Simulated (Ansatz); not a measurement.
Two isomers of C4H6O2: A = `C#COC(C)O`, B = `C/C=C(\O)C=O`.

Computed with Ansatz on PBE0-D4/def2-TZVP structures; ΔE is electronic, products minus reactants. CCSD(T)/CBS is the MP2 limit (def2-TZVPP, def2-QZVPP) plus CCSD(T) − MP2 in def2-TZVPP, frozen cores. Functionals use def2-TZVPP. B3LYP here is the variant with VWN-RPA as its local correlation; programs differ in this. One conformer a species, not always the lowest.

Problem. Which isomer does CCSD(T)/CBS put lower? Give the gap. (Estimate.)

Solution. Computed: B, by 35.2 kcal/mol.

Problem. Give E(B) − E(A) in kcal/mol with ωB97M-V, B3LYP-D4, PBE-D4, B3LYP, HF/def2-TZVPP, PBE0-D4, MP2/def2-TZVPP. (Estimate.)

Solution. Computed: ωB97M-V -35.7, B3LYP-D4 -38.4, PBE-D4 -41.0, B3LYP -38.1, HF/def2-TZVPP -33.6, PBE0-D4 -39.0, MP2/def2-TZVPP -34.4. None reverses the order clearly.

Largest T1 diagnostic: 0.015.

From PBE to PBE0 (25 % exact exchange), in def2-TZVPP and without D4, E(B) − E(A) moves by +1.9 kcal/mol. In def2-TZVPP, CCSD(T) changes the Hartree–Fock value by −2.1 kcal/mol (the triples alone add −0.9 kcal/mol) and MP2 by −0.9 kcal/mol.
